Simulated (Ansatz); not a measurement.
`BBN` + H₂O → `NBO` + BH₃  (formal hydrolysis of a B–B bond)

Program: Ansatz. Geometries: PBE0-D4/def2-TZVP. ΔE: electronic, gas phase. CCSD(T)/CBS adds triple-zeta CCSD(T) − MP2 to the extrapolated MP2 energy (def2 sets, frozen cores). This one scheme is used for every species. DFT in def2-TZVPP. Each species was taken in one conformer, which may not be the lowest.

`BBN`:

```xyz
8

B    -0.217    1.352    0.326
B    -0.265   -0.309    0.239
N     0.476   -1.165   -0.569
H     0.478    1.931    1.116
H    -0.952    2.048   -0.320
H    -1.058   -0.836    0.986
H     0.370   -2.165   -0.545
H     1.167   -0.857   -1.232
```

H₂O:

Z-matrix (Å, degrees):
```
O
H 1 0.960
H 1 0.960 2 105.1
```

`NBO`:

Cartesian coordinates in Å:
```
N -1.042 -0.179 -0.156
B 0.250 0.188 0.231
O 1.314 -0.289 -0.491
H -1.223 -0.780 -0.942
H -1.862 0.135 0.328
H 0.409 0.909 1.179
H 2.154 0.016 -0.150
```

BH₃:

```xyz
4

B     0.000    0.000    0.000
H     0.650    0.914    0.408
H    -0.237   -0.090   -1.166
H    -0.413   -0.823    0.759
```

CCSD(T)/CBS gives -1.36 eV.

Q: Another level gave -1.28 eV. Which?
A. LDA (SPW92)/def2-TZVPP
B. HF/def2-TZVPP
C. BHLYP-D4/def2-TZVPP
D. PBE-D4/def2-TZVPP

A: A. LDA (SPW92) -1.28, PBE-D4 -1.24, BHLYP-D4 -1.47, HF/def2-TZVPP -1.60 eV.

Q: What do rigid-rotor, harmonic-oscillator terms from PBE0-D4/def2-TZVP frequencies (298.15 K, 1 bar) make of the CCSD(T)/CBS value? (Estimate.)

A: Computed: ΔZPE = 0.00 eV, ΔH = -1.38 eV, ΔS = -12 J/(mol·K), ΔG = -1.34 eV.

Largest T1 diagnostic among the species: 0.013.

Leaving LDA and LC-ωPBE aside and taking each functional with its dispersion term where it has one, the values, not all of them listed here, spread over 0.24 eV, from BHLYP-D4 to revPBE-D4. LDA lies −0.03 eV from PBE without D4. From PBE to PBE0 (25 % exact exchange), in def2-TZVPP and without D4, ΔE moves by −0.06 eV. At CCSD(T), def2-SVP lies −0.22 eV from the extrapolated value and def2-TZVPP −0.04 eV.
